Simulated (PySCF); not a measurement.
**AlB⁺: frontier orbitals**

ωB97X at R = 2.722 Å; PySCF, no relativity, basis sets Al def2-SVPD, B def2-SVPD. State: ²Σ⁺ (doublet), unpaired electrons σ ↑. Only the outer orbitals are listed, counted within each symmetry.

```
spin  orbital  occ.  ε (eV)  on Al (%)           main shells (%)
   α       5σ     1  -20.32         17           79 B s, 14 Al s
   α       6σ     1  -17.01         65   64 Al s, 18 B s, 16 B p
   α       7σ     1  -13.66         38  63 B p, 19 Al p, 18 Al s
   α       2π     0   -6.34         38           61 B p, 36 Al p
   α       2π     0   -6.34         38           61 B p, 36 Al p
   α       3π     0   -4.67         65           63 Al p, 35 B p
   β       5σ     1  -19.40         24           71 B s, 22 Al s
   β       6σ     1  -15.87         74           74 Al s, 26 B s
   β       2π     0   -6.19         45           54 B p, 42 Al p
   β       2π     0   -6.19         45           54 B p, 42 Al p
   β       7σ     0   -6.13         45           48 B p, 43 Al p
```

Question: Which are the highest filled and the lowest empty level, where do they sit, and how wide is the gap?

Answer: Highest filled α 7σ at -13.66 eV (in %: 63 B p, 19 Al p, 18 Al s); lowest empty α 2π at -6.34 eV (in %: 61 B p, 36 Al p); the gap at ωB97X is 7.32 eV.

| Item | Value |
| --- | --- |
| bond order (Mayer) | 0.39 |
| ⟨S²⟩ | 0.768 |
| charge on Al (Mulliken, basis-dependent) | 0.82 |
| charge on Al (Löwdin, basis-dependent) | 0.75 |
| dipole moment (positive dipole points towards B; it is taken about the centre of mass and depends on that origin) | 0.40 D |

The state was picked by a PBE0 search and need not be the measured ground state.
